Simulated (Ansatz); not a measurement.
**CH₂ClF: ionisation energy by level of theory**

One table from this session's results is given with a row withheld; the runs are named, their logs left out.

Program: Ansatz 0.2.0, Gaussian basis. Level of theory: unrestricted cation, the program's frozen cores in correlated methods. These are calculated values, not measurements.

Plan: UKS PBE-D4/def2-TZVPP; UKS r2SCAN-D4/def2-TZVPP; UKS PBE0-D4/def2-TZVPP; UKS B3LYP-D4/def2-TZVPP; UKS wB97X-V/def2-TZVPP; UKS wB97M-V/def2-TZVPP; UKS B2PLYP/def2-TZVPP; UHF-CCSD(T)/def2-TZVPP; UHF-CCSD(T)/def2-QZVPP; extrapolation to the limit; then −ε(HOMO) from the neutral's earlier runs with LDA (SPW92), PBE-D4, revPBE-D4, BLYP-D4, r2SCAN-D4, B97M-V, PBE0-D4, B3LYP-D4, r2SCANh-D4, r2SCAN0-D4, HSE06-D4, BHLYP-D4, CAM-B3LYP-D4, LC-ωPBE, ωB97X-V, ωB97M-V.

## The geometry

An earlier PBE0-D4 in a triple-zeta def2 set relaxation fixed the geometry.

5 atoms, charge 0, spin multiplicity 1.

Atoms are counted from 1 here; the program's logs count them from 0.

Bond lengths: F1–C2 1.355 Å, C2–Cl3 1.766 Å, C2–H4 1.089 Å, C2–H5 1.089 Å. Angles: F1–C2–Cl3 110.5°, F1–C2–H4 109.3°, F1–C2–H5 109.3°, Cl3–C2–H4 107.8°, Cl3–C2–H5 107.8°, H4–C2–H5 112.3°.

The first run:

in.yaml

```yaml
crystal:
  periodic: [false, false, false]
  atoms:
    - {symbol: F, position_ang: [-0.961009, 0.545405, 0.757837]}
    - {symbol: C, position_ang: [0.093432, 0.074628, 0.049805]}
    - {symbol: Cl, position_ang: [-0.411882, -1.247859, -1.006489]}
    - {symbol: H, position_ang: [0.841965, -0.316888, 0.737580]}
    - {symbol: H, position_ang: [0.487493, 0.871114, -0.580232]}
basis:
  gaussian: {orbitals: def2-TZVPP}
total_charge: 1
magnetization: {spin_polarized: true, initial_magnetization: 1}
hamiltonian: {xc: pbe, dispersion: d4}
```

Run with:

```bash
$ ansatz run in.yaml --threads 2 --pin off --events-out ev --progress --plain --max-ram 22528MiB --backend cpu
```

Steps of the session up to this table: Cation, UKS PBE-D4/def2-TZVPP; Cation, UKS r2SCAN-D4/def2-TZVPP; Cation, UKS PBE0-D4/def2-TZVPP; Cation, UKS B3LYP-D4/def2-TZVPP; Cation, UKS wB97X-V/def2-TZVPP; Cation, UKS wB97M-V/def2-TZVPP; Cation, UKS B2PLYP (frozen core)/def2-TZVPP; Cation, UHF-CCSD(T)/def2-TZVPP; Cation, UHF-CCSD(T)/def2-QZVPP.

One table of the session follows, with a row left open; its other results are not shown here.

It belongs to the step «Ionisation energies side by side». For comparison, −ε(HOMO) of the neutral from earlier runs:

```
  functional  −ε(HOMO) (eV)
 LDA (SPW92)           7.45
      PBE-D4           7.34
   revPBE-D4           7.29
     BLYP-D4           7.22
   r2SCAN-D4           7.68
      B97M-V           7.80
     PBE0-D4           8.82
    B3LYP-D4           8.57
  r2SCANh-D4           8.23
  r2SCAN0-D4              ?
    HSE06-D4           8.42
    BHLYP-D4          10.19
CAM-B3LYP-D4          10.27
     LC-ωPBE          11.70
     ωB97X-V          11.31
     ωB97M-V          11.15
```

**Question.** Estimate the row for r2SCAN0-D4.

Worked estimate for «−ε(HOMO) (eV)». Against the share of exact exchange, r2SCAN-D4 (0, 7.68), r2SCANh-D4 (0.1, 8.23) give a slope of 5.50 per unit share; at 0.25 the line stands at 9.05.

As computed: −ε(HOMO) (eV): 9.05. In «−ε(HOMO) (eV)» the line misses by 0.00.

Limits of these values: The cation may have settled in a state other than its lowest; no search over hole states beyond the program's own was made.
